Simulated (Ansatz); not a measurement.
# Diamond-structure Si

Computed with Hartree–Fock in Ansatz (PAW).

Settings: plane-wave cutoff 460 eV, 8×8×8 k mesh, Fermi–Dirac smearing 0.01 eV, scalar-relativistic PAW data made under PBE.

Cell (relaxed at this level):

```yaml
crystal:
  lattice:
    - [0.00000, 2.75290, 2.75290]
    - [2.75290, 0.00000, 2.75290]
    - [2.75290, 2.75290, 0.00000]
  atoms:
    - { symbol: Si, position: [0.00000, 0.00000, 0.00000] }
    - { symbol: Si, position: [0.25000, 0.25000, 0.25000] }
```

For diamond-structure Si, the bulk modulus B0 is 104 GPa and the band gap is 6.39 eV (indirect). The smallest direct gap on the k points sampled is 8.99 eV, the width of the whole s-p valence band comes out as 16.73 eV and the pressure derivative B′ of the bulk modulus comes out as 3.9.

Measured, for comparison: bulk modulus 101 GPa (0 K value with zero-point phonon effects removed; as tabulated in Sun et al. (2011), doi:10.1103/physrevb.84.035117). Computed (rounded) less measured: bulk modulus +3 %.

The computed numbers hold no vibrational or temperature effects.

Ansatz is a program for electronic structure.
